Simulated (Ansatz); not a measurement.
# singlet AlH3 at 6 levels

We compute a comparison of 6 runs (B2PLYP/3-21G, CAM-B3LYP/3-21G, revPBE/3-21G, CCSDTQ/3-21G, CCSDT/6-31G*, CCSD(T)/3-21G) of singlet AlH3. 

The results are computed with Ansatz 0.2.0.

## 1. The molecule

AlH3 has 4 atoms, charge 0, and is taken as a singlet. As SMILES of the parent species, `[AlH3-]`. The shape comes from GFN2-xTB, which is rough for such elements, and wasn't checked as a minimum. That shape belongs to the parent species and isn't relaxed for this state.

Bond lengths: Al1–H2 1.684 Å, Al1–H3 1.685 Å, Al1–H4 1.685 Å. Angles: H2–Al1–H3 101.1°, H2–Al1–H4 101.1°, H3–Al1–H4 101.1°.

## 2. A single-point energy at B2PLYP/3-21G (run 1)

The input, job.yaml:

```yaml
crystal:
  periodic: [false, false, false]
  atoms:
    - {symbol: Al, position_ang: [-0.161060, 0.455350, -0.307260]}
    - {symbol: H, position_ang: [0.471920, 0.754070, 1.224440]}
    - {symbol: H, position_ang: [-1.350110, -0.683860, 0.050500]}
    - {symbol: H, position_ang: [1.039250, -0.525560, -0.967690]}
basis:
  gaussian: {orbitals: 3-21G.json}
correlation: {frozen_orbitals: {Al: 5, H: 0}}
hamiltonian: {xc: {name: B2PLYP}}
accuracy: high
```

The basis set 3-21G is read from a file made from the Basis Set Exchange's data (not shown).

On the command line:

```console
$ ansatz run job.yaml --threads 1 --pin off --max-ram 2610MiB --events-out events.jsonl --progress --plain --runs-dir runs
```

Output:

```text
Warning: RAYON_NUM_THREADS=1 ignored (pool sized by the plan → 1); use --threads N
Functional definition: B2PLYP
  name "B2PLYP"
  parameter a = 0.53
  parameter c = 0.27
  exchange = (1 - a)*b88_x + a*exact_x
  correlation = (1 - c)*lyp_c + c*(mp2_os + mp2_ss)
371 factors; integrals over basis functions are off by at most 3.3e-9 eV
mean field evaluation 1: about -6601.7112 eV, gradient 8.8e0 eV
mean field evaluation 2: about -6601.7113 eV, gradient 8.8e0 eV
mean field evaluation 4: about -6602.2065 eV, gradient 2.9e-1 eV
mean field evaluation 8: about -6602.2067 eV, gradient 3.3e-4 eV
mean field evaluation 16: about -6602.2067 eV, gradient 2.8e-8 eV
mean field -6602.20670547 eV, -242.6266212895 hartree, gradient 2.8e-8 eV, S^2 0.000000; 0 other end points of the search recorded, 0 dependent functions left out
5 core orbitals not correlated: weight in the atoms' cores, before any rotation towards them, 1.000 or more for the frozen orbitals, at most 0.000 for the correlated occupied ones
reference -6602.20672688 eV, -242.6266220765 hartree; 3, 3 occupied and 11, 11 virtual orbitals, 371 factors
second order -1.73063774 eV of doubles, -0.00000000 eV of singles
Total energy: -6602.67399907 eV, -242.6437940128 hartree
```

Wall time 0.82 s (1 thread of Arm Neoverse V2, shared host).

## 3. The energy at CAM-B3LYP/3-21G (run 2)

The input, input.yaml:

```yaml
crystal:
  periodic: [false, false, false]
  atoms:
    - symbol: Al
      position_ang: [-0.161060, 0.455350, -0.307260]
    - symbol: H
      position_ang: [0.471920, 0.754070, 1.224440]
    - symbol: H
      position_ang: [-1.350110, -0.683860, 0.050500]
    - symbol: H
      position_ang: [1.039250, -0.525560, -0.967690]
basis:
  gaussian:
    orbitals: 3-21G.json
total_charge: 0
hamiltonian:
  xc: {name: CAM-B3LYP}
accuracy: high
```

The basis set 3-21G is read from a file made from the Basis Set Exchange's data (not shown).

On the command line:

```console
$ ansatz run input.yaml --threads 1 --pin off --max-ram 2610MiB --events-out events.jsonl --progress --plain --runs-dir runs
```

Output:

```text
Warning: RAYON_NUM_THREADS=1 ignored (pool sized by the plan → 1); use --threads N
Functional definition: CAM-B3LYP
  name "CAM-B3LYP"
  parameter alpha = 0.19
  parameter beta = 0.46
  parameter omega = 0.33/bohr
  parameter ac = 0.81
  exchange = (1 - alpha - beta)*b88_x + beta*b88_x_sr(omega) + alpha*exact_x + beta*exact_x_lr(omega)
  correlation = (1 - ac)*vwn5_c + ac*lyp_c
371 factors; integrals over basis functions are off by at most 3.3e-9 eV
180 factors; integrals over basis functions are off by at most 1.4e-9 eV
mean field evaluation 1: about -6605.7107 eV, gradient 9.6e0 eV
mean field evaluation 2: about -6606.2164 eV, gradient 3.8e0 eV
mean field evaluation 4: about -6606.2852 eV, gradient 3.4e-1 eV
mean field evaluation 8: about -6606.2824 eV, gradient 7.6e-3 eV
mean field evaluation 16: about -6606.2824 eV, gradient 5.2e-8 eV
mean field -6606.28238487 eV, -242.7763997451 hartree, gradient 5.0e-8 eV, S^2 0.000000; 0 other end points of the search recorded, 0 dependent functions left out
reference -6606.28240116 eV, -242.7764003435 hartree; 8, 8 occupied and 11, 11 virtual orbitals, 371 factors
Total energy: -6606.28240116 eV, -242.7764003435 hartree
```

Wall time 0.74 s (1 thread of Arm Neoverse V2, shared host).

Runs 3 to 5 aren't shown in full; the table further down has their settings and results.

## 4. A single-point energy at CCSD(T)/3-21G (run 6)

The input, job.yaml:

```yaml
basis:
  gaussian: {orbitals: 3-21G.json}
crystal:
  periodic: [false, false, false]
  atoms:
    - {symbol: Al, position_ang: [-0.161060, 0.455350, -0.307260]}
    - {symbol: H, position_ang: [0.471920, 0.754070, 1.224440]}
    - {symbol: H, position_ang: [-1.350110, -0.683860, 0.050500]}
    - {symbol: H, position_ang: [1.039250, -0.525560, -0.967690]}
magnetization: {spin_polarized: false}
correlation: {method: ccsd_t, frozen_orbitals: {Al: 5, H: 0}}
accuracy: high
scf: {omitted_lower_state_checks: [cluster_reference, increment]}
```

The basis set 3-21G is read from a file made from the Basis Set Exchange's data (not shown).

On the command line:

```console
$ ansatz run job.yaml --threads 1 --pin off --max-ram 2610MiB --events-out events.jsonl --progress --plain --runs-dir runs
```

Output:

```text
Warning: RAYON_NUM_THREADS=1 ignored (pool sized by the plan → 1); use --threads N
[... 11 lines left out ...]
5 core orbitals not correlated: weight in the atoms' cores, before any rotation towards them, 1.000 or more for the frozen orbitals, at most 0.000 for the correlated occupied ones
[... 23 lines left out ...]
Total energy: -6593.13509476 eV, -242.2932457450 hartree
Checks for a lower state left out: cluster_reference, increment
```

Run time: 0.12 s. Hardware: 1 thread of Arm Neoverse V2, shared host.

## 5. The series

| run | level | frozen core orbitals | energy (Eh) | wall time |
| --- | --- | --- | --- | --- |
| 1 | B2PLYP/3-21G | 5 | -242.643794 | 0.82 s |
| 2 | CAM-B3LYP/3-21G | – | -242.776400 | 0.74 s |
| 3 | revPBE/3-21G | – | -242.730110 | 0.62 s |
| 4 | CCSDTQ/3-21G | 5 | -242.293662 | 1 s |
| 5 | CCSDT/6-31G* (spherical functions) | 5 | -243.633868 | 0.34 s |
| 6 | CCSD(T)/3-21G | 5 | -242.293246 | 0.12 s |

## 6. Summary of results

```
                                          quantity          value
                               run 6: total energy  -242.29325 Eh
run 6: correlation energy (5 core orbitals frozen)      -70.9 mEh
                             run 6: (T) correction      -0.88 mEh
                              run 6: T1 diagnostic          0.019
```

What this shows: Totals of different functionals can't be ranked against each other. All runs together took 3.6 s, the longest 1 s.
